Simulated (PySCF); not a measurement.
**Boron: a sound run and one with changed settings**

Sound run: B [He] 2s2 2p1, B⁺ [He] 2s2. Computed with PySCF 2.14 in x2c-TZVPall, with scalar relativity by spin-free X2C-1e. The sound run starts from symmetry-adapted Hartree-Fock orbitals and uses a fine grid where one is needed.

A second run was set up differently.

```csv
species,method,sound run (hartree),changed run (hartree),converged
B,UHF,-24.53906,-24.53906,yes
B,M06-2X,-24.65687,-24.67307,yes
B,PBE,-24.61708,-24.60519,yes
B⁺,UHF,-24.24366,-24.24366,yes
B⁺,M06-2X,-24.35197,-24.35211,yes
B⁺,PBE,-24.29858,-24.28797,yes
```

Ionisation energy of B:

```tsv
method	sound run (eV)	changed run (eV)
UHF	8.038	8.038
M06-2X	8.297	8.734
PBE	8.667	8.632
```

Q: What was changed?
A. a valence shell is frozen
B. level shift left on
C. radial grid too coarse
D. all electrons correlated in a valence basis

A: C. It used radial step 1.2 in ln r (0.13 in the sound run). A coarse radial grid mis-integrates the density and the exchange-correlation energy, with errors of either sign; Hartree-Fock needs no grid.
